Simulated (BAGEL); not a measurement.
**HF/3-21G (density fitting with qzvpp-jkfit) run of SiH2SO (SMILES O[Si]S)**

Aim: the vertical electron affinity of SiH2SO at HF/3-21G (density fitting with qzvpp-jkfit), from 2 runs. 

The calculation is run with BAGEL 1.2.2.

1 further run of the same task is left out (set aside as unsound or not needed). Runs told in other sessions of the task aren't counted.

### 1 Starting point

SiH2SO: 5 atoms, total charge 0, spin state singlet. As SMILES, `O[Si]S`. The shape is that of a PBE0-D4/def2-TZVP optimisation. This is one conformer, not always the lowest.

Bond lengths: O1–Si2 1.646 Å, Si2–S3 2.176 Å, O1–H4 0.960 Å, S3–H5 1.346 Å. Angles: O1–Si2–S3 104.3°, Si2–O1–H4 123.1°, Si2–S3–H5 99.8°.

### 2 A single-point energy at HF/3-21G (density fitting with qzvpp-jkfit)

Input file input.json:

```json
{ "bagel": [

{
  "title": "molecule",
  "basis": "3-21g",
  "df_basis": "qzvpp-jkfit",
  "angstrom": "true",
  "geometry": [
    { "atom": "O", "xyz": [      -1.194700,      -0.658900,      -0.325800 ] },
    { "atom": "Si", "xyz": [      -0.956800,       0.951300,      -0.079500 ] },
    { "atom": "S", "xyz": [       1.167700,       1.118600,       0.360300 ] },
    { "atom": "H", "xyz": [      -0.489400,      -1.308100,      -0.267200 ] },
    { "atom": "H", "xyz": [       1.523000,      -0.176500,       0.270700 ] }
  ]
},

{ "title": "hf" },

{ "title": "print", "file": "orbitals.molden", "orbitals": "true" }

]}
```

The run is started by

```console
BAGEL_NUM_THREADS=1 BAGEL input.json > input.out
```

Output:

```text
* using 1 threads per process

  ===============================================================
  ===============================================================

  *** Geometry ***

  { "atom" : "O", "xyz" : [     -2.257656,     -1.245141,     -0.615673 ] },
  { "atom" : "Si", "xyz" : [     -1.808090,      1.797696,     -0.150233 ] },
  { "atom" : "S", "xyz" : [      2.206633,      2.113848,      0.680868 ] },
  { "atom" : "H", "xyz" : [     -0.924832,     -2.471951,     -0.504935 ] },
  { "atom" : "H", "xyz" : [      2.878053,     -0.333537,      0.511549 ] },

  Number of auxiliary basis functions:      369

  Since a DF basis is specified, we compute 2- and 3-index integrals:
    o Being stored without compression. Storage requirement is 0.004 GB

  Number of basis functions:       39
  Number of electrons      :       40

    * METHOD: MOLECULE                             0.06

  *** RHF ***

  === Nuclear Repulsion ===
   133.9315817728

      * DIIS with orbital gradients will be used.

  === RHF iteration (3-21g) ===
      0       -758.48875694          0.03025835           0.01
      1       -758.56702017          0.01969223           0.01
      2       -758.60488584          0.00142699           0.01
      3       -758.60562082          0.00046211           0.01
      4       -758.60572517          0.00015590           0.01
      5       -758.60574284          0.00003635           0.01
      6       -758.60574365          0.00000668           0.01
      7       -758.60574367          0.00000195           0.01
      8       -758.60574368          0.00000086           0.01
      9       -758.60574368          0.00000021           0.01
     10       -758.60574368          0.00000007           0.01
     11       -758.60574368          0.00000003           0.01
     12       -758.60574368          0.00000001           0.01
    * SCF iteration converged.

    * Permanent dipole moment:
           (   -0.022655,     0.988258,     0.117752) a.u.

    * METHOD: HF                                   0.18

    * METHOD: PRINT                                0.00

  ===============================================================
```

Run time: 0.38 s. Hardware: 1 thread of Intel Xeon 6975P-C (Granite Rapids), shared host.

### 3 The doublet anion

Changes to input.json since step 2:

```diff
@@ -6,3 +6,3 @@
   "df_basis": "qzvpp-jkfit",
-  "angstrom": "true",
+  "angstrom": true,
   "geometry": [
@@ -16,5 +16,5 @@
 
-{ "title": "hf" },
+{ "title": "uhf", "charge": -1, "nopen": 1 },
 
-{ "title": "print", "file": "orbitals.molden", "orbitals": "true" }
+{ "title": "print", "file": "orbitals.molden", "orbitals": true }
```

The run is started by

```console
BAGEL_NUM_THREADS=1 BAGEL input.json > input.out
```

Output:

```text
* using 1 threads per process

  ===============================================================
  ===============================================================

  *** Geometry ***

  { "atom" : "O", "xyz" : [     -2.257656,     -1.245141,     -0.615673 ] },
  { "atom" : "Si", "xyz" : [     -1.808090,      1.797696,     -0.150233 ] },
  { "atom" : "S", "xyz" : [      2.206633,      2.113848,      0.680868 ] },
  { "atom" : "H", "xyz" : [     -0.924832,     -2.471951,     -0.504935 ] },
  { "atom" : "H", "xyz" : [      2.878053,     -0.333537,      0.511549 ] },

  Number of auxiliary basis functions:      369

  Since a DF basis is specified, we compute 2- and 3-index integrals:
    o Being stored without compression. Storage requirement is 0.004 GB

  Number of basis functions:       39
  Number of electrons      :       40

    * METHOD: MOLECULE                             0.06

  *** Open-shell HF ***

  === Nuclear Repulsion ===
   133.9315817728

      * DIIS with orbital gradients will be used.

  === UHF iteration (3-21g) ===
      0       -758.44788933          0.06337149           0.02
      1       -758.54769902          0.03546488           0.02
      2       -758.57064286          0.02116005           0.02
      3       -758.58177869          0.00088835           0.02
      4       -758.58197347          0.00029674           0.02
      5       -758.58200038          0.00008759           0.02
      6       -758.58200687          0.00001539           0.02
      7       -758.58200746          0.00000350           0.02
      8       -758.58200760          0.00000151           0.02
      9       -758.58200764          0.00000061           0.02
     10       -758.58200765          0.00000028           0.02
     11       -758.58200766          0.00000014           0.02
     12       -758.58200766          0.00000008           0.02
     13       -758.58200766          0.00000004           0.02
     14       -758.58200766          0.00000001           0.02
     15       -758.58200766          0.00000001           0.02
    * SCF iteration converged.

    * S^2 (UHF) is 0.7595

    * Permanent dipole moment:
           (   -0.949800,     1.393951,    -0.014864) a.u.

    * METHOD: UHF                                  0.39

    * METHOD: PRINT                                0.00

  ===============================================================
```

Wall time 0.58 s (1 thread of Intel Xeon 6975P-C (Granite Rapids), shared host).

### 4 Outcome

At HF/3-21G (density fitting with qzvpp-jkfit):

```
                                         quantity          value
                     singlet SiH2SO: total energy  -758.60574 Eh
                    singlet SiH2SO: dipole moment         2.53 D
                      singlet SiH2SO: HOMO energy       -9.66 eV
                      singlet SiH2SO: LUMO energy        1.23 eV
                    singlet SiH2SO: HOMO–LUMO gap       10.88 eV
                      doublet anion: total energy  -758.58201 Eh
                              doublet anion: ⟨S²⟩          0.759
vertical electron affinity (to the doublet anion)      -0.646 eV
```

The anion lies 0.65 eV (14.9 kcal/mol) above the neutral: the electron isn't bound at this level, and such a value depends on the basis. Without diffuse functions anions come out too high. Hartree–Fock misses the correlation that binds many anions.
